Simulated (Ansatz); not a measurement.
Relaxation of CH$_{4}$AlCl (7 atoms, charge 0, multiplicity 1), to a largest force component of 0.02 eV/Å in at most 40 steps.

The calculation used RKS B3LYP/def2-SVP (Ansatz).

```xyz
7
Properties=species:S:1:pos:R:3:forces:R:3
Al 0.000 0.000 0.000 0.51 -0.01 1.04
Cl 0.000 0.000 2.230 -0.05 0.00 -1.42
C 1.706 0.000 -0.985 -0.24 0.19 0.40
H 2.036 -1.046 -1.155 0.06 0.26 -0.03
H 1.569 0.508 -1.962 0.11 -0.19 0.19
H 2.476 0.538 -0.393 -0.03 -0.23 -0.26
H -1.351 0.000 -0.780 -0.36 -0.01 0.09
```

**Question.** Where does it end, and by what steps?

**Answer.** It converged. After 5 steps the energy has fallen by 0.117 eV; Cl2 moved furthest, 0.12 Å.

| step | energy less start (eV) | largest force component (eV/Å) | accepted |
| --- | --- | --- | --- |
| 0 | 0.0000 | 1.416 | yes |
| 1 | -0.1070 | 0.389 | yes |
| 2 | -0.1166 | 0.062 | yes |
| 3 | -0.1169 | 0.024 | yes |
| 4 | -0.1170 | 0.024 | yes |
| 5 | -0.1170 | 0.019 | yes |

```xyz
7
Properties=species:S:1:pos:R:3
Al 0.002 0.006 -0.008
Cl 0.001 0.016 2.114
C 1.701 0.017 -0.962
H 2.024 -1.022 -1.158
H 1.618 0.515 -1.943
H 2.507 0.502 -0.389
H -1.417 -0.035 -0.699
```

Whether the end is a true minimum wasn't checked by a vibrational analysis.

Time of the run: 16 s on 1 thread of Arm Neoverse V1 (shared host), peak memory 0.13 GiB.
